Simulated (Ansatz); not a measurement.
Two isomers of C6H12: A = `C/C=C(/C)CC`, B = `C1CCCCC1`.

Gas-phase electronic energies from Ansatz, PBE0-D4/def2-TZVP geometries. CCSD(T)/CBS is the MP2 limit (def2-TZVPP, def2-QZVPP) plus CCSD(T) − MP2 in def2-TZVPP, frozen cores. DFT in def2-TZVPP. B3LYP here is the variant with VWN-RPA as its local correlation; programs differ in this. One conformer a species, not always the lowest.

(1) Which isomer does CCSD(T)/CBS put lower? Give the gap. (An estimate is asked.)

(2) Give E(B) − E(A) in kcal/mol with PBE-D4, r2SCAN-D4, B3LYP, B3LYP-D4, MP2/def2-TZVPP, PBE0-D4, HF/def2-TZVPP. (Best estimate.)

Largest T1 diagnostic: 0.009.

Answers

(1) Ansatz gave: B, by 11.4 kcal/mol.

(2) The calculation gave: PBE-D4 -10.0, r2SCAN-D4 -10.5, B3LYP -6.2, B3LYP-D4 -7.6, MP2/def2-TZVPP -12.8, PBE0-D4 -13.3, HF/def2-TZVPP -8.4. None reverses the order clearly.

From PBE to PBE0 (25 % exact exchange), in def2-TZVPP and without D4, E(B) − E(A) moves by −3.5 kcal/mol. In def2-TZVPP, CCSD(T) changes the Hartree–Fock value by −3.1 kcal/mol (the triples alone add +0.5 kcal/mol) and MP2 by −4.4 kcal/mol.
